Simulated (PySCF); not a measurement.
Molecule: phosphine, SMILES P (H₃P). Atoms near the plane z = 0.0 Å, at the PBE0/def2-SVP optimised geometry (x, y, z in Å): P1 (-0.7, -0.7, 0.0), H3 (-0.8, 0.7, 0.0), H4 (0.8, -0.7, 0.0).

Level of theory: PySCF with PBE0/def2-TZVP. Cells within 0.4 Å of a nucleus heavier than hydrogen are left out (blank, or x). The values are rescaled to run from 0 to 1.

```
|0000000000000000000000000000000|
|0000000000000000000000000000000|
|0000000000000000000000000000000|
|0000000001111110000000000000000|
|0000000112222211100000000000000|
|0000011222333322110000000000000|
|0000112233444333221100000000000|
|0000122344455443322110000000000|
|0001223445565554432211000000000|
|0001234456676665443221100000000|
|0012234567787765543322110000000|
|0012345567898776544332211000000|
|0112345667898876654433221100000|
|0123345677888876655544332100000|
|1123455677888877666554432210000|
|1223456677888877776665443210000|
|1234456677888887777766543221000|
|12345567789xx988888876554321000|
|1234566778xxxx98888987654321000|
|2234566778xxxx98889987654321000|
|22345667789xxx88888876554321000|
|2234556778889887777776543321000|
|1234456677887777776665443210000|
|1233455667777776666554432210000|
|1223445566666666555444332100000|
|1123344556666655544433221100000|
|0122334455555554443322211000000|
|0012233344444443332221100000000|
|0011222333333333222110000000000|
|0000112222333222211000000000000|
|0000011122222211100000000000000|
```
Scale: ten equal steps from 0.000 (start of '0') to 1.00 (end of '9'), in the order '0123456789'; x runs from -3.00 to 3.00, y from -3.00 (bottom) to 3.00 (top).

Q: Which quantity is mapped?
A) log10 of the electron density
B) Laplacian of the electron density
C) electron localisation function
D) an orbital amplitude

A: A, log10 of the electron density. In full: log10 of the electron density (e/bohr³), floored at −4.
